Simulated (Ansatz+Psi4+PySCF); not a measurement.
Values are calculated unless marked as measured or tabulated.
## PySCF 2.14.0 run

```python
from pyscf import gto, scf, mp

mol = gto.M(atom="""
Li 0.000000 0.000000 0.410000
H 0.000000 0.000000 -4.510000
""", basis={'H': 'cc-pvtz', 'Li': 'cc-pcvtz'}, charge=0, spin=0)
mf = scf.UHF(mol)
mf.kernel()
pt = mp.MP2(mf, frozen=None).run()
print(mf.e_tot, pt.e_corr, pt.e_tot)
```

The script is written out from the run's settings.

Output:

```json
{"Converged": "yes", "Reference energy": "-7.84389 hartree", "Correlation energy": "-0.08017 hartree", "Total energy": "-7.92407 hartree", "Spin squared of the determinant": "0.000"}
```

This is not the lowest solution: another run reaches a determinant 2.41 eV lower. Caution: bonds are stretched, where a single reference can fail.
